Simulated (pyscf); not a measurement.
This saddle point was located with ωB97X-D3(BJ)/def2-SVP in PySCF.

```xyz
10

Cl     0.4086    -1.1697     2.0445
Al    -0.9433    -0.7574     0.4818
Cl    -2.2345    -2.2417    -0.2726
H     -1.7543     0.6545     0.7532
C      0.0415     0.2030    -1.0859
C     -0.8021     1.2127    -0.5919
H      1.1028     0.2238    -0.8205
H     -0.2459    -0.3243    -2.0007
H     -0.4150     1.9965     0.0666
H     -1.7420     1.4573    -1.0964
```
Charge 0, spin multiplicity 1.

Surface: singlet, charge 0. Lowest wavenumbers (cm⁻¹): 728i, 101, 139, 162, 263.

**Question.** Which two sides does it connect, and which bonds change?

**Answer.** `[Cl][AlH][Cl]` + `[CH2]=[CH2]` ⇌ `[CH3][CH2][Al]([Cl])[Cl]`, an addition across a multiple bond or ene-type step read from left to right: Al–H broken and Al–C, C–H formed. At ωB97M-D3(BJ)/def2-TZVP it lies +0.25 eV from the left side and +1.75 eV from the right (each side as separated species at their lowest minima found). On the reactant side the descent ends in a bound adduct, 0.65 eV under the separated species and 0.76 eV under the saddle at ωB97X-D3(BJ)/def2-TZVP. On the product side the descent ends in a point that may be a rotor saddle (no frequency run), 0.15 eV over the lowest minimum found and 1.59 eV under the saddle at ωB97X-D3(BJ)/def2-TZVP. At the saddle there is also a short Al–C contact that neither side keeps. At ωB97X-D3(BJ)/def2-TZVP the barrier from the zero used here is 0.11 eV. One saddle was located; it need not be the lowest between these sides.
